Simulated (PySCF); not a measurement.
Molecule: `C1C(CN)C1`, C$_{4}$H$_{9}$N.

Atoms are numbered as in `[NH2:1][CH2:2][CH:3]1[CH2:4][CH2:5]1`. Hydrogens are named by the atom that carries them. Ha(C4), Ha(C5) are cis to C2 on the ring; Hb(C4), Hb(C5) are trans to C2 on the ring.

Geometry PBE0-D3(BJ)/def2-SVP throughout; GIAO in PySCF 2.14.0 with density-fitted response routines, gas phase, one conformer, non-relativistic; equivalent atoms averaged; functional PBE0.

Q: How do the absolute shieldings σ depend on the basis set? (ppm; last column core-seconds on shared hosts with different chips, so compare them loosely)

A: 
```
    basis set  functions     N1     C2     C3  C4/C5  H(C2)  H(C3)  Hb(C4)/Hb(C5)  Ha(C4)/Ha(C5)  H(N1)  core-s
       STO-3G         34  284.6  189.8  217.0  220.2  31.22  31.68          32.01          32.37  32.98     2.6
        6-31G         63  233.6  150.7  184.8  193.8  30.03  31.34          32.01          32.46  32.60       5
     pcSseg-0         63  235.4  139.6  179.1  187.5  30.33  31.75          32.18          32.63  33.14     2.6
       6-31G*         88  232.9  145.7  180.3  189.1  29.46  30.87          31.48          31.88  31.94     6.7
     def2-SVP        115  238.3  145.5  179.7  189.7  29.03  30.59          31.09          31.51  31.37     8.7
      cc-pVDZ        115  239.2  146.3  180.5  191.6  28.82  30.53          30.99          31.41  31.31     5.3
     pcSseg-1        130  229.1  132.5  169.9  180.2  28.79  30.37          30.85          31.34  30.99     8.4
6-311+G(2d,p)        189  227.5  136.0  171.4  182.8  28.92  30.55          31.12          31.57  31.24      18
  aug-cc-pVDZ        196  235.9  145.7  179.5  191.2  28.75  30.43          30.97          31.40  30.95      11
    def2-TZVP        209  230.0  134.4  171.5  183.1  28.91  30.52          31.07          31.49  31.28      21
     IGLO-III        265  225.3  130.9  168.3  180.0  28.78  30.43          30.97          31.41  30.99      16
      cc-pVTZ        276  230.2  135.7  172.1  183.2  28.74  30.38          30.89          31.33  30.99      18
     pcSseg-2        306  226.0  130.4  168.2  179.9  28.67  30.28          30.81          31.26  30.73      23
```

Q: Which nucleus moves most, in ppm?

A: C2 (sp3 CH2 bonded to N): from 130.4 ppm with pcSseg-2 to 189.8 ppm with STO-3G. The smallest spread is 1.36 ppm, at Hb(C4)/Hb(C5). Proton shifts span only some 12 ppm, so a few tenths of a ppm matter as much there as several ppm in carbon.

Q: Taking the largest basis, pcSseg-2 (306 functions), as the yardstick, rank the others by their worst heavy-atom deviation.

A: IGLO-III 0.7 ppm (265 functions), pcSseg-1 3.2 ppm (130 functions), def2-TZVP 4.0 ppm (209 functions), cc-pVTZ 5.3 ppm (276 functions), 6-311+G(2d,p) 5.6 ppm (189 functions), pcSseg-0 10.9 ppm (63 functions), def2-SVP 15.0 ppm (115 functions), aug-cc-pVDZ 15.3 ppm (196 functions), 6-31G* 15.3 ppm (88 functions), cc-pVDZ 15.8 ppm (115 functions), 6-31G 20.3 ppm (63 functions), STO-3G 59.4 ppm (34 functions).

A small basis that lands close on one nucleus may do so by chance; judge by the trend and by all nuclei.
